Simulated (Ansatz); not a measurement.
```yaml
crystal:
  periodic: [false, false, false]
  atoms:
    - {symbol: Ge, position_ang: [-1.679762, -0.330687, -0.003168]}
    - {symbol: Ga, position_ang: [0.586393, 0.479309, 0.004135]}
    - {symbol: Si, position_ang: [2.888780, -0.334613, -0.002072]}
basis:
  gaussian: {orbitals: def2-TZVP}
magnetization: {spin_polarized: true, initial_magnetization: 3}
hamiltonian: {xc: pbe0}
relax: {f_tol: 0.004, max_steps: 80}
```

```sh
$ ansatz run in.yaml --threads 1 --pin off --events-out ev --progress --plain --max-ram 2176MiB
```

Steps of the relaxation (energy above the last step; positions in Å, forces in eV/Å):

```
3
step 1, 112.0 meV
Ge   -1.680   -0.331   -0.003   -0.326   -0.010    0.000
Ga    0.586    0.479    0.004    0.646   -0.208   -0.002
Si    2.889   -0.335   -0.002   -0.320    0.218    0.002
```

```
3
step 2, 70.2 meV
Ge   -1.728   -0.296   -0.003   -0.093    0.065    0.001
Ga    0.615    0.401    0.003    0.180   -0.186   -0.002
Si    2.909   -0.291   -0.002   -0.086    0.121    0.001
```

```
3
step 3, 25.1 meV
Ge   -1.814   -0.202   -0.002    0.118    0.076    0.001
Ga    0.629    0.206    0.002   -0.047   -0.147   -0.001
Si    2.981   -0.190   -0.001   -0.071    0.071    0.001
```

```
3
step 5, 2.7 meV
Ge   -1.814   -0.078   -0.001   -0.151    0.002    0.000
Ga    0.624   -0.046    0.000    0.002   -0.004    0.000
Si    2.985   -0.062    0.000    0.150    0.003    0.000
```

```
3
step 8, 0.0 meV
Ge   -1.832   -0.070   -0.001    0.000    0.000    0.000
Ga    0.626   -0.062    0.000    0.001    0.000    0.000
Si    3.002   -0.054    0.000   -0.001    0.000    0.000
```

Close pairs at the end: Ga2–Si3 2.377 Å, Ge1–Ga2 2.458 Å.

A stationary point of unrestricted PBE0 after 8 steps, with ⟨S²⟩ = 3.761 against 3.75 for a pure state; no frequencies were run, so it isn't proven a minimum. 7.3 min on 1 thread of Intel Xeon Platinum 8259CL, shared host.
